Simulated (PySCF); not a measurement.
# Quadrupole coupling of fluoroborane Ion: levels of theory against gas-phase measurements

Values to reproduce (atoms as numbered below): 11B at B1: χzz = -5.19 MHz [1].
[1] measured, gas; W. C. Bailey, Calculation of NQCC in Gaseous State Molecules (compilation of microwave values)

Compound: fluoroborane Ion, BFH (charge +1).
Cartesian coordinates in Å at the PBE0-D3(BJ)/def2-SVP level; atoms count from 1:
```
atom  x, y, z in Å
B1     0.001   -0.002   -0.008
F2     1.215    0.014   -0.026
H3    -1.193   -0.018    0.009
```

Q: What do the calculations give?

A: PySCF, non-relativistic, all at one geometry, with Q(11B) = 0.04059 b:

```csv
level,functions,11B B1 (MHz),computed/reference − 1 (%)
B3LYP/pcJ-0,29,-4.561,-12.1
B3LYP/6-31G*,30,-4.831,-6.9
B3LYP/pcJ-1,64,-5.212,+0.4
B3LYP/def2-TZVP,68,-5.571,+7.3
B3LYP/cc-pVTZ,74,-5.599,+7.9
B3LYP/aug-cc-pVTZ-J,112,-5.662,+9.1
B3LYP/pcJ-2,126,-5.458,+5.2
B97-2/pcJ-1,64,-5.017,-3.3
BHandHLYP/pcJ-1,64,-5.376,+3.6
CAM-B3LYP/pcJ-1,64,-5.251,+1.2
HF/pcJ-1,64,-5.400,+4.0
KT2/pcJ-1,64,-4.726,-8.9
LDA/pcJ-1,64,-4.891,-5.8
PBE/pcJ-1,64,-4.960,-4.4
PBE0/pcSseg-1,39,-5.736,+10.5
PBE0/pcJ-1,64,-5.117,-1.4
```

Closest here is B3LYP/pcJ-1 (0.4 % unsigned error), furthest B3LYP/pcJ-0 (12.1 %); one molecule doesn't rank methods. Computed values are for fixed nuclei, while measured ones can include vibrational averaging.
